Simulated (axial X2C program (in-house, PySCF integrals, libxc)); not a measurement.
# F₂⁺ at several levels of theory

Calculated with an axial X2C code built on PySCF integrals. Spin-free means the one-electron spin-free X2C Hamiltonian; two-component (2c) means X2C with spin–orbit coupling and atomic mean-field two-electron Coulomb and Gaunt terms, so the difference of the two also holds small scalar two-electron terms. Basis: F dyall-av3z [7s6p3d2f] (cores contracted in-house); Gaussian nuclei, density fitting, unrestricted open shells. Masses: F 18.998 u.

The run was started with this input:
```json
{"zs": [9, 9], "q": 1, "bas": ["dyall-av3z", "dyall-av3z"], "levels": ["PBE0", "HF", "TPSSh"], "cc": true, "r0": 1.28, "thr": -2.0, "nmax": 90, "npts": 10, "nst": 2, "ntry": 6}
```
```bash
python so2c.py task.json out
```

Keys: zs atomic numbers; q charge; bas basis sets; levels methods; cc coupled cluster on or off; r0 starting distance in Å; thr threshold in hartree for freezing inner shells (an s shell follows its p shell); nmax most natural virtual spinors; npts points on the curve; nst determinants followed; ntry starts of the search. HF also brings MP2.

State, spin-free: M_S = 1/2, Λ = 1 (beyond evenly filled blocks: π+α, π+β, π-α); electrons by block: σα: 5, σβ: 5, π+α: 2, π+β: 2, π-α: 2, π-β: 1. Fragments: F+ + F.

State, 2c: Ω = 3/2 (⟨Sz⟩ = 0.50, ⟨Lz⟩ = 1.00 at PBE0); electrons by block: 1/2: 7, -1/2: 7, 3/2: 2, -3/2: 1. Fragments: F+ + F.

```
Hamiltonian    level  Re (Å)  ωe (cm⁻¹)  ωexe (cm⁻¹)  Be (cm⁻¹)  De (eV)  D0 (eV)  k (mdyn/Å)
  spin-free     PBE0   1.274     1299.2         7.49      1.093     3.46     3.38        9.45
  spin-free       HF   1.213     1578.4         7.25      1.206    -1.03    -1.12        13.9
  spin-free      MP2   1.355      862.9         21.4     0.9662     3.78     3.73        4.17
  spin-free     CCSD   1.291     1212.3         7.97      1.065     2.79     2.72        8.23
  spin-free  CCSD(T)   1.314     1108.4         8.87      1.028     3.19     3.12        6.88
  spin-free    TPSSh   1.301     1211.0         7.28      1.049     3.58     3.50        8.21
         2c     PBE0   1.274     1299.2         7.49      1.093     3.48     3.40        9.45
         2c       HF   1.213     1578.2         7.25      1.206    -1.01    -1.11        13.9
         2c      MP2   1.355      864.5         21.3     0.9666     3.78     3.73        4.18
         2c     CCSD   1.291     1212.5         7.97      1.065     2.79     2.71        8.23
         2c  CCSD(T)   1.314     1108.7         8.88      1.028     3.18     3.11        6.88
         2c    TPSSh   1.301     1211.0         7.28      1.049     3.60     3.52        8.21
```

Correlated methods: 13 electrons correlated (number of frozen shells: F 1 s), 195 virtual spin orbitals or spinors in MP2, 90 natural virtuals in coupled cluster.

The state is one determinant whose occupation by symmetry is held fixed; it was picked as the lowest of a PBE0 search that is not exhaustive. Dissociation energies refer to the lowest single-determinant-based atoms at the same level and basis. Density functionals use the spin component along the axis (collinear). Coupled cluster ran in a truncated set of natural virtual spinors; the MP2 energy of the rest was added. (T) has no such correction and the atoms are truncated less, which lowers De at CCSD(T) by a hundredth of an eV or more. The 2c atoms are single determinants rather than J levels; their spin–orbit lowering is only partly caught, and De is too large by that part. This holds for PBE0, TPSSh. The functionals have no current-density term, which raises determinants with orbital currents, atoms included. Under one Hamiltonian the search converged a single determinant, so lower ones may well exist.

Rough cost a point (2c) on 1 thread(s) of a shared host, integrals apart: PBE0 0.12 s, HF 0.06 s, CCSD(T) 5 s, TPSSh 0.21 s.

The whole task took 86 s on 1 thread of Intel(R) Xeon(R) 6975P-C (Granite Rapids), with other jobs on the host.
